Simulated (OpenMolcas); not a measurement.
Predicting a hybrid from its neighbours: C2H3N (acetonitrile)

The species is C2H3N (6 atoms), meant as a singlet with charge 0. SMILES: `CC#N`. The shape is that of a PBE0-D4/def2-TZVP optimisation.

The electronic atomisation energy y, in eV, basis def2-TZVP; a is the functional's share of exact exchange. Programs: OpenMolcas 26.06.

```
functional     program     a  y (eV)
      BLYP  OpenMolcas     0   26.85
    revPBE  OpenMolcas     0   26.63
     B3LYP  OpenMolcas   0.2   26.69
      PBE0  OpenMolcas  0.25       ?
     BHLYP  OpenMolcas   0.5   25.62
```

Problem. Fit y = c + s·a to the known rows and predict PBE0.

Solution. 
1. Means of the 4 rows: a = 0.1750, y = 26.448.
2. Σ(Δa)² = 0.1675, Σ(Δa·Δy) = -0.36525, so the slope is -0.36525/0.1675 = -2.1806.
3. Intercept: 26.448 − (-2.1806) × 0.1750 = 26.830. The largest residual of the fit is 0.30.
4. PBE0: 26.830 + (-2.1806) × 0.25 = 26.28 eV.

The run gave 26.77 eV, so the prediction is off by -0.49 eV, more than the scatter of the fit. The rows mix families of semi-local functionals, which the line can't see.
